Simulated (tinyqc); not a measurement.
Inside a calculation. Method: ROHF in the sto-6g basis, for BH, spin multiplicity 3. This run ends on a higher stationary point, not on the lowest solution. One step of it, computed by the program tinyqc.

Question. Iteration 3: DIIS coefficients. Solve [B -1; -1 0][c; lambda] = [0; -1] for the coefficients, which sum to one.

B (overlaps of the stored error matrices):
```
,1,2,3
1,4.8716705e-01,-4.4057015e-02,-1.2221645e-02
2,-4.4057015e-02,5.3844903e-02,7.0606975e-03
3,-1.2221645e-02,7.0606975e-03,4.8996963e-03
```

Give: DIIS coefficients.

Answer.

DIIS coefficients: 0.0315  -0.0244  0.9929
